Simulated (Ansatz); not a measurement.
# AlBH₆Si: up Jacob's ladder to CCSD(T)

The task here is to estimate one member of a computed series from the others.

Computed with Ansatz 0.2.0, Gaussian basis. Level: functionals in def2-TZVPP, the program's frozen cores in correlated methods.

Plan: LDA (SPW92), PBE-D4, revPBE-D4, BLYP-D4, r2SCAN-D4, B97M-V, PBE0-D4, B3LYP-D4, r2SCANh-D4, r2SCAN0-D4, HSE06-D4, BHLYP-D4, CAM-B3LYP-D4, LC-ωPBE, ωB97X-V, ωB97M-V, B2PLYP, PBE-QIDH; CCSD(T)/def2-SVP; CCSD(T)/def2-TZVPP; MP2/def2-QZVPP; extrapolation to the limit; RPA on PBE.

### The relaxed structure

The geometry comes from an earlier relaxation with PBE0-D4 in a triple-zeta def2 set; it is a stationary point, not always the lowest conformer.

9 atoms, charge 0, spin multiplicity 1.

Atoms are counted from 1 here; the program's logs count them from 0.

Bond lengths: B1–Al2 2.109 Å, B1–H4 1.200 Å, B1–H5 1.200 Å, Al2–Si3 2.466 Å, Al2–H6 1.595 Å, Si3–H7 1.493 Å, Si3–H8 1.491 Å, Si3–H9 1.492 Å. Angles: Al2–B1–H4 122.6°, Al2–B1–H5 122.8°, H4–B1–H5 114.6°, B1–Al2–Si3 120.7°, B1–Al2–H6 121.8°, Si3–Al2–H6 117.5°, Al2–Si3–H7 109.9°, Al2–Si3–H8 113.3°, Al2–Si3–H9 111.9°, H7–Si3–H8 107.0°, H7–Si3–H9 107.1°, H8–Si3–H9 107.4°.

The first run:

Contents of in.yaml:

```yaml
crystal:
  periodic: [false, false, false]
  atoms:
    - {symbol: B, position_ang: [-1.144528, 1.030239, -1.599186]}
    - {symbol: Al, position_ang: [0.282409, 0.910839, -0.051042]}
    - {symbol: Si, position_ang: [0.658787, -1.208274, 1.153160]}
    - {symbol: H, position_ang: [-0.882622, 0.770694, -2.741529]}
    - {symbol: H, position_ang: [-2.291789, 1.324636, -1.404770]}
    - {symbol: H, position_ang: [1.172659, 2.165435, 0.370032]}
    - {symbol: H, position_ang: [1.972256, -1.794053, 0.750799]}
    - {symbol: H, position_ang: [-0.382181, -2.238443, 0.874702]}
    - {symbol: H, position_ang: [0.703408, -1.007270, 2.630634]}
basis:
  gaussian: {orbitals: def2-TZVPP}
hamiltonian: {xc: lda}
output: {orbitals: {seedname: orbitals}}
```

On the command line:

```console
$ ansatz run in.yaml --threads 2 --pin off --events-out ev --progress --plain --max-ram 4352MiB
```

Steps of the session up to this table: LDA; PBE-D4 (GGA); revPBE-D4 (GGA); BLYP-D4 (GGA); r2SCAN-D4 (meta-GGA); B97M-V (meta-GGA); B3LYP-D4 (hybrid); r2SCANh-D4 (hybrid); r2SCAN0-D4 (hybrid); HSE06-D4 (hybrid); BHLYP-D4 (hybrid); CAM-B3LYP-D4 (range-separated); LC-ωPBE (range-separated); ωB97X-V (range-separated); ωB97M-V (range-separated); B2PLYP (double hybrid); PBE-QIDH (double hybrid).

One of the session's tables, all rows but one given; the rest of the session is left out.

It belongs to the step «Orbital energies across the functionals». 

```
  functional  HOMO (eV)  LUMO (eV)  gap (eV)
 LDA (SPW92)      -6.23      -3.65      2.57
      PBE-D4      -6.15      -3.39      2.76
   revPBE-D4      -6.11      -3.28      2.83
     BLYP-D4      -6.00      -3.20      2.80
   r2SCAN-D4      -6.36      -3.06      3.30
      B97M-V      -6.41      -3.23      3.18
     PBE0-D4      -7.19      -2.41      4.78
    B3LYP-D4      -7.00      -2.59      4.41
  r2SCANh-D4      -6.74      -2.72      4.02
  r2SCAN0-D4      -7.32      -2.23      5.10
    HSE06-D4      -6.80      -2.79      4.01
    BHLYP-D4      -8.13      -1.35      6.78
CAM-B3LYP-D4      -8.44      -1.29      7.15
     LC-ωPBE      -9.73      -0.13      9.61
     ωB97X-V      -9.41      -0.23      9.18
     ωB97M-V          ?          ?         ?
```

Estimate the missing values for ωB97M-V.

The run gave: HOMO (eV): -9.17; LUMO (eV): -0.50; gap (eV): 8.67. In the column «HOMO (eV)» it lies between ωB97X-V (-9.41) and CAM-B3LYP-D4 (-8.44).
